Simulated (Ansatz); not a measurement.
2H WSe2, treated with PBEsol-D3(BJ) in Ansatz (plane waves, PAW).

The input as run:

Ansatz 0.2 input:
```yaml
crystal:
  lattice:
    - [1.5933667437, -2.7597921553, 0.0]
    - [1.5933667437, 2.7597921553, 0.0]
    - [0.0, 0.0, 12.2420692029]
  atoms:
    - { symbol: W, position: [0.3333333333, 0.6666666667, 0.25] }
    - { symbol: W, position: [0.6666666667, 0.3333333333, 0.75] }
    - { symbol: Se, position: [0.3333333333, 0.6666666667, 0.8854680266] }
    - { symbol: Se, position: [0.6666666667, 0.3333333333, 0.3854680266] }
    - { symbol: Se, position: [0.6666666667, 0.3333333333, 0.1145319734] }
    - { symbol: Se, position: [0.3333333333, 0.6666666667, 0.6145319734] }
basis:
  ecutwfc: 520
  ecutrho_ratio: 4
  xc_grid: 2
kpoints:
  mp_grid: { grid: [12, 12, 4] }
hamiltonian:
  xc: pbesol
  dispersion: d3bj
  pseudopotentials: { kind: paw }
scf:
  occupations: { method: fermi_dirac, width: 0.01 }
output:
  forces: true
  stress: true
  eigenvalues: true
relax:
  f_tol: 0.004
  escape_saddle: false
  max_steps: 80
  cell: { stress_tol: 0.02, fix: [volume] }
```

From the output:

```
Relaxation: its limit of steps is 80 (relax.max_steps)
Crystal: 6 atoms, lattice volume = 107.666 Å³
Basis set: ecut = 520 eV, 2895 PW (Γ), exchange–correlation on 48×48×192 points (8 copies of the dense FFT grid, shifted against one another)
Bands: 56, of which v1, the nominal top of the filled ones, is band 46 counted from 1 (45 counted from 0)
Symmetry: 24 space group operations
Space group: P63/mmc (ITA 194), of the structure as read, at distance tolerance 4.8e-5 Å
k-points: 57 of 576
Functional: x = pbesol(κ = 0.804, μ = 0.12345679012345678), c = pbesol(β = 0.046)
SCF iter   1: F=—  HF=-42216.185753 eV  |F-HF|=—  |Δ(HF+E_count)|=         —  Δρ=5.13e-3  dr2=1.39e-2
SCF iter   2: F=—  HF=-42216.188734 eV  |F-HF|=—  |Δ(HF+E_count)|=   2.98e-3  Δρ=2.94e-3  dr2=4.36e-3
  ...
SCF 1 converged in 7 iterations: F = -42216.190808 eV  dr2 = 1.61e-8
Crystal: 6 atoms, lattice volume = 107.666 Å³
Basis set: ecut = 520 eV, 2865 PW (Γ), exchange–correlation on 48×48×192 points (8 copies of the dense FFT grid, shifted against one another)
Initial density: handed on by an earlier stage of this run
  ...
Crystal: 6 atoms, lattice volume = 107.666 Å³
Basis set: ecut = 520 eV, 2883 PW (Γ), exchange–correlation on 48×48×192 points (8 copies of the dense FFT grid, shifted against one another)
SCF 4 converged in 6 iterations: F = -42216.239722 eV  dr2 = 1.52e-8
Crystal: 6 atoms, lattice volume = 107.666 Å³
SCF 5 converged in 5 iterations: F = -42216.243913 eV  dr2 = 2.34e-7
Crystal: 6 atoms, lattice volume = 107.666 Å³
SCF 6 converged in 6 iterations: F = -42216.243917 eV  dr2 = 3.99e-12
Crystal: 6 atoms, lattice volume = 107.666 Å³
SCF iter   7: F=-42216.243912 eV  HF=-42216.243912 eV  |F-HF|=1.46e-11  |Δ(HF+E_count)|=  1.46e-11  Δρ=4.03e-9  dr2=2.19e-14
SCF iter   8: F=-42216.243912 eV  HF=-42216.243912 eV  |F-HF|=7.28e-12  |Δ(HF+E_count)|=  7.28e-12  Δρ=4.57e-10  dr2=2.09e-16
SCF 7 converged in 8 iterations: F = -42216.243912 eV  dr2 = 2.09e-16
SCF converged after 8 iterations
Free energy (F): -42216.243912 eV
Internal energy: -42216.243912 eV  (E = F + TS)
E sigma→0 (E₀):  -42216.243912 eV
Fermi energy:    15.553370 eV
--- Forces (eV/Å), atoms counted from 1 ---
  atom   1  W     -0.00000000     0.00000000     0.00000000
  atom   2  W      0.00000000    -0.00000000    -0.00000000
  atom   3  Se    -0.00000000     0.00000000    -0.00022180
  atom   4  Se     0.00000000    -0.00000000    -0.00022180
  atom   5  Se     0.00000000    -0.00000000     0.00022180
  atom   6  Se    -0.00000000     0.00000000     0.00022180
--- Stress (GPa, compression-positive) ---
        3.378637      -0.000000      -0.000000
        0.000000       3.378637       0.000000
       -0.000000       0.000000       3.379604
  P = ⅓ Tr σ = 3.3790 GPa (33.790 kbar)
```

The cell is one volume of an energy–volume scan, off the minimum.

The PAW data were made under PBE.

Cost on a shared machine: very roughly 2.7 core-minutes.

Ansatz is an electronic-structure program.
